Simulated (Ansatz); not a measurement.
Pyrite RuS2, treated with r²SCAN+rVV10 (Ansatz, a program for electronic structure, plane waves, PAW).

Settings: plane-wave cutoff 560 eV, 6×6×6 k mesh, Fermi–Dirac smearing 0.01 eV, no spin polarisation, scalar-relativistic PAW data made under PBE.

Computed at the level's own relaxed cell.

Task: Give the computed bulk modulus B0, band gap, equilibrium volume per atom and pressure derivative B′ of the bulk modulus.

Result: 
- bulk modulus B0 = 189 GPa
- band gap = 0.86 eV
- equilibrium volume per atom = 14.77 Å³/atom
- pressure derivative B′ of the bulk modulus = 4.9

Measured, for comparison: equilibrium volume per atom 14.71 Å³/atom (temperature not stated, not corrected to a static lattice; as tabulated in Wikipedia's data pages). Computed (rounded) less measured: equilibrium volume per atom +0.4 %.

Note: the bulk modulus comes from volumes at which shape and atoms were relaxed.

Spin–orbit coupling is not included.

Computed values are for the static lattice.
